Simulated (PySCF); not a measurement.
# PNH: doublet, from a bent start

The task is one start of a wider search on PNH: the doublet, from a bent start. It is relaxed, tested by its Hessian and followed downhill if it is a saddle.

The runs use PySCF 2.14.0; PBE0, basis P def2-TZVP, N def2-TZVP, H def2-TZVP, no relativity, density fitting.

### Step 1. Starting geometry

3 atoms, charge 0, spin multiplicity 2.

Bond lengths: P1–N2 1.620 Å, P1–H3 1.430 Å. Angles: N2–P1–H3 110.0°.

Coordinates in bohr (charge 0 multiplicity 2):
```
P     0.0000    0.0000    0.0000
N    -2.5077    0.0000    1.7559
H     2.2136    0.0000    1.5500
```

### Step 2. The SCF at the typed geometry

The steps below are one call of a driver around PySCF. For each, scf.py gives the equivalent set-up of the SCF; relaxations use the driver's own optimiser. After this first run the driver tries any further starts and a stability analysis.

File scf.py:

```python
from pyscf import gto, scf, dft
mol = gto.M(atom='''
P      0.000000     0.000000     0.000000
N     -1.327000     0.000000     0.929200
H      1.171400     0.000000     0.820200''',
    basis={'P': 'def2-TZVP', 'N': 'def2-TZVP', 'H': 'def2-TZVP'},
    charge=0, spin=1)
mf = dft.UKS(mol, xc='PBE0')
mf.grids.atom_grid = (50, 194)
aux = {'P': 'def2-universal-JKFIT', 'N': 'def2-universal-JKFIT', 'H': 'def2-universal-JKFIT'}
mf = mf.density_fit(auxbasis=aux)
mf.conv_tol = 1e-08
mf.diis_space = 10
mf.max_cycle = 60
mf.init_guess = 'minao'
mf.verbose = 4
mf.kernel()
```

The run is started by

```
> OMP_NUM_THREADS=2 python axn.py task.json out
```

Output:

```text
init E= -396.37462434334
[... the frontier-level lines of each cycle are left out ...]
cycle= 1 E= -396.382222608975  delta_E= -0.0076  |g|= 0.288  |ddm|= 1.09
cycle= 2 E= -396.007014851591  delta_E= 0.375  |g|= 0.846  |ddm|= 0.793
cycle= 3 E= -396.438222804594  delta_E= -0.431  |g|= 0.0425  |ddm|= 0.593
cycle= 4 E= -396.440200414594  delta_E= -0.00198  |g|= 0.0223  |ddm|= 0.0613
cycle= 5 E= -396.440855057009  delta_E= -0.000655  |g|= 0.00826  |ddm|= 0.0316
cycle= 6 E= -396.441122948581  delta_E= -0.000268  |g|= 0.00451  |ddm|= 0.0247
cycle= 7 E= -396.441251631512  delta_E= -0.000129  |g|= 0.00328  |ddm|= 0.0163
cycle= 8 E= -396.441358968734  delta_E= -0.000107  |g|= 0.00232  |ddm|= 0.0193
cycle= 9 E= -396.441409537601  delta_E= -5.06e-05  |g|= 0.00142  |ddm|= 0.0147
cycle= 10 E= -396.441430316771  delta_E= -2.08e-05  |g|= 0.000602  |ddm|= 0.0127
cycle= 11 E= -396.441432321042  delta_E= -2e-06  |g|= 0.000283  |ddm|= 0.00356
cycle= 12 E= -396.441432537968  delta_E= -2.17e-07  |g|= 8.68e-05  |ddm|= 0.00104
cycle= 13 E= -396.441432564176  delta_E= -2.62e-08  |g|= 2.49e-05  |ddm|= 0.000444
cycle= 14 E= -396.441432565218  delta_E= -1.04e-09  |g|= 8.12e-06  |ddm|= 5.62e-05
Extra cycle  E= -396.441432565249  delta_E= -3.16e-11  |g|= 1.07e-05  |ddm|= 1.63e-05
converged SCF energy = -396.441432565249  <S^2> = 0.79971128  2S+1 = 2.0491084
```

This step, with its further starts and checks, took 2.4 s on 2 threads of Arm Neoverse V1, shared host.

The test of internal stability found no lower solution of this spin.

### Step 3. Relaxing the doublet from the bent start

The program finds Cs symmetry in the start, which this walk keeps.

scf.py, as its differences from that of step 2:

```diff
@@ -3,3 +3,3 @@
-P      0.000000     0.000000     0.000000
-N     -1.327000     0.000000     0.929200
-H      1.171400     0.000000     0.820200''',
+P      0.378420     0.000000    -0.300932
+N     -0.948580     0.000000     0.628268
+H      1.549820     0.000000     0.519268''',
@@ -15 +14,0 @@
-mf.init_guess = 'minao'
```

The optimiser's trace:

| step | energy (Eh) | change (kJ/mol) | largest symmetric gradient (Eh/bohr) |
| --- | --- | --- | --- |
| 0 | -396.441433 | 0.00 | 0.04914 |
| 1 | -396.447621 | -16.25 | 0.01139 |
| 2 | -396.447903 | -16.99 | 0.00334 |
| 3 | -396.447925 | -17.05 | 0.00053 |
| 4 | -396.447926 | -17.05 | 0.00019 |

The walk took 3.9 s.

It settles in Cs symmetry, 17.0 kJ/mol below the start, after 4 steps: P–H 1.450 Å, P–N 1.554 Å; H–P–N 99.1°.

### Step 4. Is it a minimum? Harmonic modes

On the finer grid the gradient is checked again; gradients at displacements of ±0.02 bohr then give force constants and infrared intensities.

scf.py, as its differences from that of step 3:

```diff
@@ -3,3 +3,3 @@
-P      0.378420     0.000000    -0.300932
-N     -0.948580     0.000000     0.628268
-H      1.549820     0.000000     0.519268''',
+P      0.334832     0.000000    -0.328742
+N     -0.844009     0.000000     0.683973
+H      1.442061     0.000000     0.606133''',
@@ -9 +9 @@
-mf.grids.atom_grid = (50, 194)
+mf.grids.atom_grid = (75, 302)
@@ -12 +12 @@
-mf.conv_tol = 1e-08
+mf.conv_tol = 1e-10
```

This SCF starts from the last density.

Log of the central SCF (cycles and frontier levels):

```text
init E= -396.447924193462
[... the frontier-level lines of each cycle are left out ...]
cycle= 1 E= -396.447924193461  delta_E= 1.36e-12  |g|= 9.22e-07  |ddm|= 1.42e-06
Extra cycle  E= -396.44792419346  delta_E= 6.82e-13  |g|= 2.22e-06  |ddm|= 2.03e-06
converged SCF energy = -396.44792419346  <S^2> = 0.77757732  2S+1 = 2.0273898
```

The whole step took 22 s.

Geometry: Cs; P–H 1.449 Å, P–N 1.554 Å; H–P–N 99.2°.

Modes, for the most abundant isotopes:

```tsv
symmetry	ω (cm⁻¹)	IR (km/mol)	type
a'	721	30.7	bend
a'	1112	7.0	stretch
a'	2179	46.0	stretch
```

Every mode is real; the point is a minimum.

Constants and moments:

```yaml
Dipole_moment: 2.47 D
Highest_occupied_level: -7.75 eV
Lowest_empty_level: -3.18 eV
Rotational_constants: 8.553, 0.7071, 0.6531 cm⁻¹
Zero-point_energy: 24.0 kJ/mol
Principal_polarisabilities: 19.9, 26.8, 37.7 bohr³
Atomisation_energy_without_zero-point_energy: 703 kJ/mol
Principal_traceless_quadrupole_moments_about_the_centre_of_mass: -3.25, 1.35, 1.90 D Å
Entropy_at_298.15_K_and_1_bar_electronic_part_spin_only: 241.8 J/(mol K)
Heat_capacity_Cp_at_298.15_K: 37.7 J/(mol K)
Enthalpy_at_298.15_K_above_0_K: 10.25 kJ/mol
Rotational_symmetry_number: 1
Spin_squared_⟨S²⟩: 0.778
```

Charges (e) and bond orders:

```
atom  Mulliken  Löwdin  polar tensor  spin (Mulliken)  Mayer order to P1
  P1      0.16    0.27          0.18            -0.11                  –
  N2     -0.25   -0.29         -0.16             0.94               2.20
  H3      0.09    0.01         -0.02             0.17               0.87
```

Mulliken populations on P1: s 5.77, p 8.81, d 0.24, f 0.02.

### Step 5. Outcome

```
                                          quantity                                  value
                                           minimum                            doublet, Cs
                                          geometry  P–H 1.449 Å, P–N 1.554 Å; H–P–N 99.2°
                                wavenumbers (cm⁻¹)         721 (a'), 1112 (a'), 2179 (a')
                                     dipole moment                                 2.47 D
highest occupied, lowest empty level (either spin)                        -7.75, -3.18 eV
                         polar-tensor charge of P1                                +0.18 e
                                 zero-point energy                            24.0 kJ/mol
                               entropy at 298.15 K                        241.8 J/(mol K)
         atomisation energy (no zero-point energy)                             703 kJ/mol
                                              ⟨S²⟩                                  0.778
```

**Reading.** The bent start keeps its Cs symmetry and ends in a minimum. The strongest infrared band lies at 2179 cm⁻¹ (a', stretch). Most of the spin sits on N2 (Mulliken spin 0.94, against 1 for the whole molecule). Only this shape and spin were tried, so other structures or states may lie lower.

The search up to here took 28 s.
